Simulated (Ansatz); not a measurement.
Results of PBE0 in Ansatz (plane waves, PAW) for A-type hexagonal La₂O₃.

Numerical settings: plane-wave cutoff 460 eV, 9×9×4 k mesh (along the axes of the cell as run), Fermi–Dirac smearing 0.01 eV, scalar-relativistic PAW data made under PBE.

Cell (measured lattice):

```cif
data_La2O3
_chemical_formula_sum 'La2 O3'
_space_group_name_H-M_alt 'P-3m1'
_space_group_IT_number 164
_space_group_name_Hall '-P 3 2"'
_cell_length_a 3.93400
_cell_length_b 3.93400
_cell_length_c 6.13000
_cell_angle_alpha 90.000
_cell_angle_beta 90.000
_cell_angle_gamma 120.000
loop_
_atom_site_label
_atom_site_type_symbol
_atom_site_symmetry_multiplicity
_atom_site_Wyckoff_symbol
_atom_site_fract_x
_atom_site_fract_y
_atom_site_fract_z
_atom_site_occupancy
La1 La 2 d 0.33333 0.66667 0.24748 1
O1 O 1 a 0.00000 0.00000 0.00000 1
O2 O 2 d 0.66667 0.33333 0.35493 1
```

Question: Give the computed band gap, smallest direct gap on the k points sampled and direct gap at Γ.

Answer: 
band gap: 6.01 eV
smallest direct gap on the k points sampled: 6.15 eV
direct gap at Γ: 6.84 eV

Note: cell and atoms aren't relaxed at this level (largest force component 0.04 eV/Å, pressure -0.9 GPa).

Spin–orbit coupling is not included.

Computed values are for the static lattice.

Ansatz is a quantum-chemistry and plane-wave program.
